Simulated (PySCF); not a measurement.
# Calculated properties of `O` (H2O)

H₂O.
Hydrogens: H2, H3 on O1.

From PBE0-D3(BJ)/def2-SVP geometry optimisation, gas phase (PySCF):

```
Point group                  : C2v
Rotational constants A, B, C : 789.483, 440.592, 282.779 GHz
```

From B3LYP/pcSseg-1 ground state and GIAO shieldings, non-relativistic (PySCF):

```
Dipole moment                                               : 2.08 D
HOMO energy                                                 : -8.30 eV
LUMO energy                                                 : 0.85 eV
HOMO–LUMO gap                                               : 9.15 eV
1H chemical shifts (computed TMS as zero) by class          : 0.31 (H2/H3) ppm
Isotropic shieldings of nuclei other than C and H, by class : 334 (O1) ppm
```

Monoisotopic mass (most abundant isotopes): 18.0106 u.

The rotational constants make it an asymmetric top with κ = (2B − A − C)/(A − C) = -0.38, nearer the prolate limit (−1). The dipole equals about 6.9 × 10⁻³⁰ C·m (1 D = 3.33564 × 10⁻³⁰ C·m). With B = h/(8π²I), that is 505.379 GHz u Å² over I, the principal moments of inertia are 0.64, 1.15 and 1.79 u Å² (most abundant isotopes). Point group C2v permits a dipole; with 2.08 D the species has a pure rotational spectrum.

